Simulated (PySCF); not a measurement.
Species: C3H6N (doublet state).
SMILES with atom numbers: `[H]/[N:4]=[CH:3]\[CH:2][CH3:1]` (hydrogens: H5, H6, H7 on C1; H8 on C2; H9 on C3; H10 on N4)

Cartesian coordinates in Å at the PBE0-D3(BJ)/def2-SVP level; atoms count from 1:
```xyz
10
C3H6N angstrom
C     -1.073    0.577   -0.126
C     -0.276   -0.580    0.359
C      1.119   -0.714    0.175
N      1.928    0.108   -0.434
H     -2.135    0.316   -0.239
H     -1.025    1.424    0.584
H     -0.711    0.955   -1.096
H     -0.787   -1.365    0.926
H      1.580   -1.620    0.600
H      1.398    0.911   -0.795
```

The hyperfine couplings belong to this conformer and change with its torsions.

Method: PySCF 2.14.0, UKS B3LYP, IGLO-III on C N, pcH-1 on H, non-relativistic, mean-field spin-orbit, GIAO. Geometry: PBE0-D3(BJ)/def2-SVP, one conformer, isolated molecule. No stability test was run, so a lower SCF solution isn't excluded. ⟨S²⟩ is 0.774 where a pure state has 0.75.

**Question.** Where do the isotropic ENDOR lines of C2, C3, C1, N4, H5/H6/H7, H8, H10 and H9 fall at 337.6 mT, to first order?

**Answer.** ν± = |νn ± a/2|, one line for each electron-spin manifold; νn = |g_N| × 7.62259 MHz/T × B.

```tsv
nuclei	isotope	g_N	νn (MHz)	a_iso (MHz)	lower line (MHz)	upper line (MHz)
C2	13C	1.4048	3.62	60.93	26.85	34.08
C3	13C	1.4048	3.62	-41.99	17.38	24.61
C1	13C	1.4048	3.62	-23.90	8.34	15.57
N4	14N	0.4038	1.04	15.51	6.71	8.79
H5/H6/H7	1H	5.5857	14.37	55.07	13.16	41.91
H8	1H	5.5857	14.37	-48.95	10.10	38.85
H10	1H	5.5857	14.37	-31.17	1.21	29.96
H9	1H	5.5857	14.37	7.44	10.65	18.10
```

The rows for 13C, of low natural abundance, apply to labelled samples.

**Question.** Which pairs are centred on the nuclear Larmor frequency, and which on half the coupling?

**Answer.** Centred on νn, since |a| < 2νn: H9. Centred on |a|/2 and split by 2νn: C2, C3, C1, N4, H5/H6/H7, H8 and H10.

**Question.** At what field would the lower line of H8 fall to zero frequency?

**Answer.** Where νn = |a|/2, that is B = 24.48 MHz/(5.5857 × 7.62259 MHz/T) = 575 mT, as far as first order holds there.

Nuclei that the bonding pattern makes equivalent are averaged, as if the motion that swaps them (rotation, inversion, ring flip) were fast. The three 1H nuclei of mean +55.1 MHz run from 19.8 to 107.5 MHz in the frozen geometry.

The Mulliken spin populations are largest on C2 (+0.77), N4 (+0.50), C3 (-0.22) and C1 (-0.06). The positive populations add up to 1.35 and the negative ones to -0.35, together 2S = 1. The angles at C2 add up to 360.0°, so it is planar; its axial dipolar tensor and the negative coupling of its proton fit spin in a p orbital normal to that plane.
